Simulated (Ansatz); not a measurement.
Total energies of anisole.

Cartesian coordinates in Å:
```
C 1.8592 1.8219 0.5969
O 0.7392 1.6898 -0.2417
C 0.0603 0.5197 -0.2092
C 0.3987 -0.5603 0.5991
C -0.3705 -1.7170 0.5520
C -1.4668 -1.8097 -0.2862
C -1.7973 -0.7246 -1.0905
C -1.0435 0.4317 -1.0558
H 2.2555 2.8206 0.4212
H 2.6309 1.0818 0.3576
H 1.5851 1.7246 1.6532
H 1.2512 -0.5131 1.2632
H -0.0997 -2.5543 1.1855
H -2.0600 -2.7155 -0.3156
H -2.6536 -0.7809 -1.7531
H -1.2886 1.2852 -1.6765
```

Charge 0, multiplicity 1. The structure was optimised at the PBE0-D4/def2-TZVP level. It is one conformer, not always the lowest. Basis def2-TZVPP, Ansatz 0.2.0.

RPA on PBE orbitals: Hartree–Fock energy of these orbitals -344.63926 Eh, correlation -2.14606 Eh (frozen core).

| functional | energy without D4 (Eh) | D4 term (kJ/mol) |
| --- | --- | --- |
| revPBE | -346.79842 | -133.7 |
| BLYP | -346.76591 | -88.9 |
| r2SCAN | -346.70452 | -10.5 |
| B97M-V | -346.89671 | – |
| PBE0 | -346.49263 | -33.7 |
| B3LYP | -346.91053 | -63.6 |
| r2SCANh | -346.68754 | -11.0 |
| HSE06 (plane-wave form) | -346.47366 | -31.1 |
| BHLYP | -346.69548 | -44.8 |
| CAM-B3LYP | -346.72293 | -33.7 |
| LC-ωPBE | -346.65753 | – |
| ωB97M-V | -346.76125 | – |
| B2PLYP | -346.60852 | – |
| PBE-QIDH | -346.43629 | – |

Problem. Give the same for LDA (SPW92), PBE, r2SCAN0, ωB97X-V. (An estimate is asked.)

Solution. Computed: 
```
 functional  energy without D4 (Eh)  D4 term (kJ/mol)
LDA (SPW92)              -343.85537                 –
        PBE              -346.46323             -40.0
    r2SCAN0              -346.66366             -12.0
    ωB97X-V              -346.79753                 –
```

B3LYP takes the VWN-RPA correlation (the form of Gaussian; ORCA's B3LYP/G). HSE06 is the plane-wave form, built on full-range PBE exchange. The double hybrids freeze the cores in their second-order part.

LC-ωPBE has ω = 0.4 bohr⁻¹.
